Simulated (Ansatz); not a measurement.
Ideal-gas functions of H3NO (`NO`) at 800 K and 1 bar, from an Ansatz frequency run at PBE0-D4/def2-TZVP.

Molar mass 33.03 g/mol, point group Cs (symmetry number 1), electronic degeneracy 1, moments of inertia 2.604, 19.423, 19.474 u Å². Harmonic wavenumbers (cm⁻¹, unscaled): 432, 980, 1153, 1346, 1411, 1678, 3470, 3552, 3855.

Use S(trans) = R[1.5 ln M + 2.5 ln T − 1.1517]; rotational temperatures θ = 24.2544 K / I; S(rot) = R[ln(√π/σ · √(T³/θAθBθC)) + 1.5]; for each mode x = 1.438777 ν̃/T, S = R[x/(eˣ − 1) − ln(1 − e⁻ˣ)] and H = RT x/(eˣ − 1); 1 cm⁻¹ = 0.0119627 kJ/mol; R = 8.31446 J/(mol·K).

By hand: the entropy, in J/(mol·K).

Translation 173.0. Rotation: θ = 9.3143, 1.2487, 1.2455 K, giving 89.5. Vibration, mode by mode: 10.62, 4.60, 3.60, 2.74, 2.50, 1.71, 0.12, 0.10, 0.06, in all 26.0. Electronic 0.0. Sum 288.5 J/(mol·K).

By hand: H − E and G − E in kJ/mol, counted from the electronic energy.

Zero-point energy ½ × 17877 × 0.0119627 = 106.9; thermal vibration 13.1; translation, rotation and pV give 4 RT = 26.6. H − E = 146.6 kJ/mol, and G − E = 146.6 − 800 × 288.5/1000 = -84.2 kJ/mol.

Vibration gives 9 % of the entropy.
